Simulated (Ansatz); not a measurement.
Consider the hydrogenolysis of a C–F bond: `F/C=C(\F)Cl` + H₂ → `F/C=C/Cl` + H–F.

Program: Ansatz. Geometries: PBE0-D4/def2-TZVP. ΔE: electronic, gas phase. CBS: MP2 limit from def2 TZ/QZ plus the TZ coupled-cluster correction, frozen cores. This one scheme is used for every species. Double bonds are as drawn, so ΔE can hold a change between cis and trans. DFT in def2-TZVPP.

CCSD(T)/CBS gives -120.2 kJ/mol.

Question: Another level gave -101.7 kJ/mol. Which?
A. B2PLYP/def2-TZVPP
B. r2SCANh-D4/def2-TZVPP
C. revPBE-D4/def2-TZVPP
D. CCSD(T)/def2-TZVPP

Answer: B. r2SCANh-D4 -101.7, revPBE-D4 -96.1, B2PLYP -112.1, CCSD(T)/def2-TZVPP -116.6 kJ/mol.

Largest T1 diagnostic among the species: 0.012.

Leaving LDA and LC-ωPBE aside and taking each functional with its dispersion term where it has one, the values, not all of them listed here, spread over 20.8 kJ/mol, from PBE-QIDH to revPBE-D4. LDA lies +7.6 kJ/mol from PBE without D4. From r2SCAN to r2SCAN0 (25 % exact exchange), in def2-TZVPP and without D4, ΔE moves by −10.1 kJ/mol. At CCSD(T), def2-SVP lies +17.4 kJ/mol from the extrapolated value and def2-TZVPP +3.6 kJ/mol.
